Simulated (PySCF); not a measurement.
## Frontier orbitals and the lowest excitations

i-BuOMe, C₅H₁₂O.
Geometry (GFN2-xTB, Å), atoms numbered from 1 in this order:
```
atom  x, y, z in Å
C1     2.7155    0.5560    0.1230
O2     1.3984    0.4636    0.5907
C3     0.5637   -0.2875   -0.2619
C4    -0.8507   -0.3167    0.3182
C5    -1.4347    1.0926    0.3508
C6    -1.7353   -1.2619   -0.4895
H7     2.7549    1.0284   -0.8675
H8     3.1855   -0.4342    0.0557
H9     3.2611    1.1683    0.8383
H10    0.5510    0.1626   -1.2681
H11    0.9563   -1.3132   -0.3574
H12   -0.7714   -0.6847    1.3457
H13   -1.5448    1.4824   -0.6592
H14   -0.7726    1.7500    0.9070
H15   -2.4111    1.0890    0.8289
H16   -1.3280   -2.2705   -0.4877
H17   -2.7353   -1.2946   -0.0646
H18   -1.8113   -0.9231   -1.5208
```

Theory: PySCF 2.14.0, density-fitted response routines, TDDFT PBE0/def2-SVPD, vertical, gas phase, core orbitals frozen in the response.

Frontier orbitals with the atoms that hold most of them (Löwdin shares over 4%, at most four atoms; ? is withheld):

```
orbital  ε (eV)                            atoms
 LUMO+2    1.63  C5 15%, O2 15%, H15 10%, H14 9%
 LUMO+1    1.17    C1 20%, C6 14%, H17 8%, H7 7%
   LUMO    0.78    C1 14%, C3 12%, C6 11%, C5 8%
   HOMO   -7.41                                ?
 HOMO-1   -8.84                                ?
 HOMO-2   -9.23  C4 26%, C5 19%, H12 12%, C6 11%
 HOMO-3   -9.38    C4 19%, C6 18%, C5 16%, C3 9%
```

(1) Which atoms hold the HOMO-1, and with what shares?

(2) Which atoms hold the HOMO, and with what shares?

(3) How does S1 compare with the orbital gap of 8.19 eV?

(4) Give energy, strength and leading configuration of S1, S2 and S6, and follow the Löwdin shares of the leading atoms from the occupied to the empty orbital.

Results:

(1) O2 (bonded to 2 C) 29%; C3 (bonded to C, O and 2 H) 18%; C4 (bonded to 3 C and H) 16%; C5 (bonded to C and 3 H) 7%. By element: carbon 40% or more, oxygen 29%.

(2) O2 (bonded to 2 C) 59%; C3 (bonded to C, O and 2 H) 10%; C1 (bonded to O and 3 H) 10%; H11 (bonded to C) 5%. By element: oxygen 59%, carbon 20% or more, hydrogen 5% or more.

(3) S1 is at 6.98 eV (f = 0.029), 1.20 eV below the gap, made of HOMO→LUMO (88%), HOMO→LUMO+1 (9%). 

(4) 
- S1 (6.98 eV, f 0.029), HOMO→LUMO (88%): O2 59% → at most 8%, C3 10% → 12%, C1 10% → 14%
- S2 (7.57 eV, f 0.0017), HOMO→LUMO+1 (87%): O2 59% → at most 8%, C3 10% → at most 8%, C1 10% → 20%, C6 at most 5% → 14%
- S6 (8.55 eV, f 0.040), HOMO-1→LUMO (94%): O2 29% → at most 8%, C3 18% → 12%, C1 at most 7% → 14%

One conformer stands for the species.
